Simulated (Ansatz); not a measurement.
Several settings on one geometry of H₂S₃ (that of the charge 0 singlet, r2SCAN-D4/def2-TZVP). Ansatz on 4 threads of Intel Xeon on a shared host; times are rough.

```xyz
5

S     0.6213    0.1723    1.5491
S     0.1834    0.9795   -0.2911
S    -0.6786   -0.4778   -1.4585
H     1.8310   -0.3483    1.2565
H    -1.9571   -0.3256   -1.0560
```

Totals from different functionals, basis sets or treatments of relativity can't be compared as stabilities.

The 6-31G sets use Cartesian d functions. B3LYP takes the VWN-RPA correlation.

The spins typed aren't always the lowest for that charge.

Problem. Give the basis size and estimate the energy, ⟨S²⟩, dipole and time of these runs.

| run | method | charge | state | further keys |
| --- | --- | --- | --- | --- |
| 1 | UKS r2SCAN-rVV10/6-31++G** | 0 | triplet | nuclear_model: gaussian; accuracy: high |
| 2 | RKS B97/6-31G* | 0 | singlet | accuracy: high; scf: {omitted_lower_state_checks: [starts]}; forces asked |
| 3 | RKS B3LYP-D3(BJ)/def2-mTZVP | 0 | singlet | scf: {omitted_lower_state_checks: [starts]}; forces asked |

Solution. 
| run | functions | energy (Eh) | ⟨S²⟩ | dipole (D) | wall time |
| --- | --- | --- | --- | --- | --- |
| 1 | 81 | -1195.4261 | 2.01 | – | 49 s |
| 2 | 61 | -1195.5591 | – | 0.71 | 13 s |
| 3 | 72 | -1195.8507 | – | 0.67 | 2.5 s |
